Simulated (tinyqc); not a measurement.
Worked calculation: extended Hueckel theory, for H2O-. The parameters take no account of the charge, which enters only through the electron count, and nothing here shows that the anion is bound. One step of it, computed by the program tinyqc.

Problem. Wolfsberg-Helmholz matrix. H_ij = K' S_ij (H_ii + H_jj)/2 for i != j (the diagonal keeps H_ii), with K' = K + D^2 + D^4 (1 - K), D = (H_ii - H_jj)/(H_ii + H_jj), K = 1.5.

overlap S, lower triangle:
```
           1O 2s    1O 2px     1O 2py    1O 2pz     2H 1s     3H 1s
1O 2s   1.000000
1O 2px  0.000000  1.000000
1O 2py  0.000000  0.000000   1.000000
1O 2pz  0.000000  0.000000   0.000000  1.000000
2H 1s   0.484348  0.000000   0.341776  0.219053  1.000000
3H 1s   0.429980  0.000000  -0.315369  0.202418  0.190654  1.000000
```

diagonal H_ii (eV): 1O 2s -32.300000, 1O 2px -14.800000, 1O 2py -14.800000, 1O 2pz -14.800000, 2H 1s -13.600000, 3H 1s -13.600000

K = 1.500000

Give: H.

Solution.

H (eV), lower triangle:
```
          1O 2s   1O 2px   1O 2py   1O 2pz    2H 1s    3H 1s
1O 2s   -32.300
1O 2px    0.000  -14.800
1O 2py    0.000    0.000  -14.800
1O 2pz    0.000    0.000    0.000  -14.800
2H 1s   -18.366    0.000   -7.288   -4.671  -13.600
3H 1s   -16.304    0.000    6.725   -4.317   -3.889  -13.600
```
